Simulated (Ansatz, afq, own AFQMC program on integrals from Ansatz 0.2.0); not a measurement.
Where AFQMC and coupled cluster stand for C$_{2}$H$_{5}$, doublet

```yaml
atoms:
  - { symbol: C, position_ang: [0.0000, -0.0052, 0.9084] }
  - { symbol: C, position_ang: [0.0000, 0.0013, -0.9834] }
  - { symbol: H, position_ang: [0.0000, -1.3003, 1.4281] }
  - { symbol: H, position_ang: [1.1194, 0.6621, 1.4321] }
  - { symbol: H, position_ang: [-1.1194, 0.6621, 1.4321] }
  - { symbol: H, position_ang: [0.0000, -1.1729, -1.7148] }
  - { symbol: H, position_ang: [0.0000, 1.1962, -1.6836] }
```

Basis 6-31G. Noble-gas cores (and the filled d shells of Ga–Kr and In–Xe) are frozen. Ansatz 0.2.0 and our own AFQMC program on the same integrals; the CISD trial comes from CCSD amplitudes, and released means the phaseless constraint is let go. Uncertainties: one standard error, sampling alone.

Determinant: UHF, the one that the program's search chose, which needn't be the lowest solution. The geometry is a point of a scan.

No full CI on the walks' own integrals is used here; CCSDT(Q) serves as the reference and is uncertain by about the last step of the cluster series.

Cautions: unrestricted determinant slightly spin contaminated (⟨S²⟩ 0.85 against 0.75).

The T1 diagnostic is 0.0213. The weight of the determinant in the CISD state is 0.837, the ⟨S²⟩ of the determinant is 0.846 and the size of the correlated space is 13 electrons in 26 orbitals.

```json
{"level": "MP2", "correlation energy (eV)": "-5.3573"}
{"level": "CCSD", "correlation energy (eV)": "-6.6640"}
{"level": "CCSD(T)", "correlation energy (eV)": "-6.8725"}
```

(1) Estimate where AFQMC with the constraint released lies against CCSD(T) on the same integrals.

(1) 4.3 ± 2.5 kJ/mol below CCSD(T). The gap is under twice the noise, so this walk alone can't tell the two apart.

Reference: CCSDT(Q), correlation energy -6.916 eV. The released energy is read at 2.40 1/Eh (meV from the phaseless value at times in 1/Eh: -16 ± 39 at 0.24, -41 ± 26 at 0.51, -46 ± 20 at 0.99, -14 ± 19 at 1.62, -33 ± 26 at 2.40).

| level | E − E(reference) (kJ/mol) | share of correlation (%) |
| --- | --- | --- |
| CCSD(T) | 4.2 | 99.37 |
| CCSDT | 0.9 | 99.86 |
| ph-AFQMC/CISD | 3.1 ± 2.5 | 99.54 |
| released AFQMC | -0.1 ± 2.5 | 100.02 |

A walk keeps the symmetry of its determinant, which the program's search chose and which needn't be the lowest solution, so a lower state of the same spin and another symmetry isn't excluded. Released energies are given only where the last usable release times agree within the noise; a slower fall can still hide under it.
